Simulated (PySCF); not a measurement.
## What binds NO⁺: the parts of the energy along the bond

State: ¹Σ⁺, singlet, closed shell. RHF-based CCSD(T) in PySCF 2.14 with N aug-cc-pVTZ, O aug-cc-pVTZ and N aug-cc-pVQZ, O aug-cc-pVQZ (frozen core orbitals: 2; no relativity). Correlation energies are extrapolated as n⁻³ (n = 3, 4), Hartree–Fock as (n+1)·exp(−9√n). CV is the change on freezing 0 orbitals instead, in N cc-pwCVTZ, O cc-pwCVTZ. SR is the spin-free X2C energy in N cc-pVTZ-DK, O cc-pVTZ-DK less the non-relativistic one in N cc-pVTZ, O cc-pVTZ. All energies in eV from N + O⁺.

| R (Å) | HF/CBS | CCSD corr. | (T) | CV | SR | total |
| --- | --- | --- | --- | --- | --- | --- |
| 0.9319 | -4.265 | -4.410 | -0.3038 | -0.0690 | 0.0026 | -9.045 |
| 0.9742 | -5.157 | -4.632 | -0.3494 | -0.0544 | 0.0058 | -10.187 |
| 1.0166 | -5.476 | -4.869 | -0.4005 | -0.0417 | 0.0080 | -10.779 |
| 1.0589 | -5.368 | -5.118 | -0.4575 | -0.0308 | 0.0093 | -10.965 |
| 1.1013 | -4.948 | -5.380 | -0.5209 | -0.0213 | 0.0099 | -10.860 |
| 1.1542 | -4.116 | -5.720 | -0.6097 | -0.0113 | 0.0100 | -10.447 |
| 1.2072 | -3.059 | -6.073 | -0.7098 | -0.0030 | 0.0095 | -9.835 |

A fit to the total gives Re = 1.0625 Å, De = 10.966 eV, ωe = 2390.6 cm⁻¹, Be = 2.000 cm⁻¹ (masses 14.0031 and 15.9949 u).

**Question.** At R = 1.0589 Å the CCSD correlation energy is -0.401767 hartree in the smaller basis and -0.422390 in the larger. Extrapolate it.

**Answer.** (4³·E4 − 3³·E3)/(4³ − 3³) = -0.43744 hartree; the larger basis holds 96.6 % of it.

The T1 diagnostic is 0.017. The open-shell atoms are computed with UHF. Spin–orbit coupling, excitations beyond (T) and corrections to the Born–Oppenheimer picture are left out.
